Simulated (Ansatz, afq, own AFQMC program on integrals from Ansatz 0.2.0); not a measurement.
AlGaPH, singlet in cc-pVDZ, levels against CCSDT(Q)

| atom | x (Å) | y (Å) | z (Å) |
| --- | --- | --- | --- |
| Ga | 0.0000 | 0.2302 | 1.1965 |
| Al | 0.0000 | 0.5781 | -2.0818 |
| P | 0.0000 | -1.0792 | -0.7782 |
| H | 0.0000 | 1.7623 | -3.1262 |

Connectivity, by distances: Ga–P–AlH.

Basis cc-pVDZ. Noble-gas cores (and the filled d shells of Ga–Kr and In–Xe) are frozen. Integrals, coupled cluster, full CI and functionals: Ansatz 0.2.0; the random walks run on the same integrals in our own AFQMC program. The CISD trial takes its coefficients from CCSD amplitudes. Released means that phaseless walkers are propagated on without the constraint, phases kept. Uncertainties: one standard error, sampling alone. No spin–orbit coupling.

Determinant: RHF, the one that the program's search chose, which needn't be the lowest solution. The geometry is a PBE0/def2-TZVP stationary point of this or a neighbouring charge and spin state.

No full CI on the walks' own integrals is used here; CCSDT(Q) serves as the reference and is uncertain by about the last step of the cluster series.

Cautions: no relativity below Rb; no spin-orbit coupling; inner d shell frozen; higher spins were not checked; raised T1 diagnostic (T1 0.024, weight of the determinant 0.82, largest double 0.06).

The T1 diagnostic is 0.0244 and the weight of the determinant in the CISD state is 0.816. The size of the correlated space is 12 electrons in 44 orbitals.

| level | correlation energy (eV) |
| --- | --- |
| MP2 | -6.0549 |
| CCSD | -6.8670 |
| CCSD(T) | -7.2285 |

Question: Estimate where AFQMC with the constraint released lies against CCSD(T) on the same integrals.

Answer: 7.0 ± 2.5 kJ/mol below CCSD(T).

Reference: CCSDT(Q), correlation energy -7.298 eV. The released energy is read at 2.40 1/Eh (meV from the phaseless value at times in 1/Eh: 4 ± 26 at 0.24, -12 ± 24 at 0.51, -49 ± 31 at 0.99, -26 ± 23 at 1.62, -37 ± 26 at 2.40).

```tsv
level	E − E(reference) (kJ/mol)	share of correlation (%)
CCSD(T)	6.7	99.05
CCSDT	3.6	99.50
ph-AFQMC/HF	-0.1 ± 5.6	100.02
ph-AFQMC/CISD	3.3 ± 2.0	99.53
released AFQMC	-0.3 ± 2.5	100.04
```

A walk keeps the symmetry of its determinant, which the program's search chose and which needn't be the lowest solution, so a lower state of the same spin and another symmetry isn't excluded. Released energies are given only where the last usable release times agree within the noise; a slower fall can still hide under it.
